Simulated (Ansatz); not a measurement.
**AsH$_{4}$⁻, quintet in aug-cc-pVTZ: errors against UCCSDT(Q)**

Geometry: that of the AsH4⁻, triplet, kept fixed. The singlet lies 5.2 eV lower here.

```xyz
5

As    0.0000    0.0000    0.0000
H     0.2704    0.9808    1.3228
H    -0.9575   -1.0699    0.8505
H     0.1570    1.2484   -1.0963
H     0.5302   -1.1593   -1.0770
```

Basis aug-cc-pVTZ; Ansatz 0.2.0. Only valence electrons are correlated (noble-gas cores and the filled d shells of p-block atoms frozen), which leaves 10 electrons in 137 orbitals. Prefix R: restricted or restricted open-shell reference; prefix U: unrestricted. Active spaces: valence = (10e, 8o) chosen from the atoms' valence shells. No spin–orbit coupling is included, and no scalar relativity. This anion state lies near or above the neutral species, so the extra electron is weakly bound or unbound and the energies hang on the diffuse functions.

Full CI isn't at hand for all of this; UCCSDT(Q) serves as the reference, and is uncertain by about the last step of the cluster series. The frozen core follows each run's orbitals, which can shift R against U totals by a few meV for light atoms and by up to 0.1 eV past Ca.

Unrestricted rows (U) aren't spin-pure: their determinants' ⟨S²⟩ exceeds S(S+1) by up to 0.12, so they mix in states of higher spin.

The UHF ⟨S²⟩ is 6.123, the T1 diagnostic (RCCSD) is 0.0326 and the largest doubles amplitude (RCCSD) is 0.063. The T1 diagnostic (UCCSD) is 0.0318.

```csv
level,E − E(UCCSDT(Q)) (kJ/mol),share of correlation (%),wall time
UHF,552.0,10.64,–
UMP2,127.4,79.38,–
UCCSD,30.8,95.01,–
UCCSD(T),6.1,99.01,76 s (H100)
UCCSDT,1.4,99.77,–
```

The correlation energy at UCCSDT(Q), counted from RHF, is -6.403 eV. That run took 2.5 min on 2 threads of AMD EPYC 7R13 with a shared H100 80 GB, shared host.

Run but not shown, since their state or frozen core can't be matched to the reference's or they repeat it: RHF, RMP2, RCCSD, RCCSD(T), BCCD(T), RCCSDT, RCCSDT(Q), CASSCF (valence space), NEVPT2 (valence space).

Times hold each run's SCF and search for its determinant on a shared host, so for small cases they say little of a method's own cost.

Natural occupations of CASSCF (valence space) about the gap: 1.997 1.941 1.022 1.000 1.000 0.979 0.061; effectively unpaired electrons, Σ n²(2−n)², 4.03.
